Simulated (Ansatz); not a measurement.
# HNC, singlet in cc-pVDZ: errors against RCCSDT(Q)

Geometry: displaced at random from a stationary point.

```xyz
3

N     0.0844    0.0052    0.0505
C    -0.0805    0.0136   -1.1014
H    -0.0039   -0.0188    1.0509
```

Basis cc-pVDZ; Ansatz 0.2.0. Correlated methods freeze the noble-gas cores, which leaves 10 electrons in 31 orbitals. Prefix R: restricted or restricted open-shell reference. Active spaces: valence = (10e, 9o) chosen from the atoms' valence shells.

Full CI isn't at hand for all of this; RCCSDT(Q) serves as the reference, and is uncertain by the last step of the cluster series or more.

```
UHF ⟨S²⟩                          : 0.000
T1 diagnostic (RCCSD)             : 0.0170
largest doubles amplitude (RCCSD) : 0.082
```

```csv
level,E − E(RCCSDT(Q)) (meV),share of correlation (%),wall time
RHF,8111,0.00,–
RMP2,739,90.89,–
CISD,881,89.14,0.42 s
RCCSD,347,95.72,–
RCCSD(T),39,99.51,0.27 s
BCCD(T),38,99.53,0.36 s
RCCSDT,26,99.68,–
CASSCF (valence space),4321,46.73,–
NEVPT2 (valence space),913,88.74,2.2 s
MRCISD (valence space),237,97.08,–
MRCISD+Q (valence space),35,99.57,3.7 s
```

The correlation energy at RCCSDT(Q), counted from RHF, is -8.111 eV. That run took 2.4 s on 1 thread of AMD EPYC 7B13, shared host.

Times hold each run's SCF and search for its determinant on a shared host, so for small cases they say little of a method's own cost; they ran on 1 thread of AMD EPYC 7B13.

Natural occupations of CASSCF (valence space) about the gap: 1.992 1.983 1.979 1.952 1.952 0.053 0.053 0.022 0.015; effectively unpaired electrons, Σ n²(2−n)², 0.04.
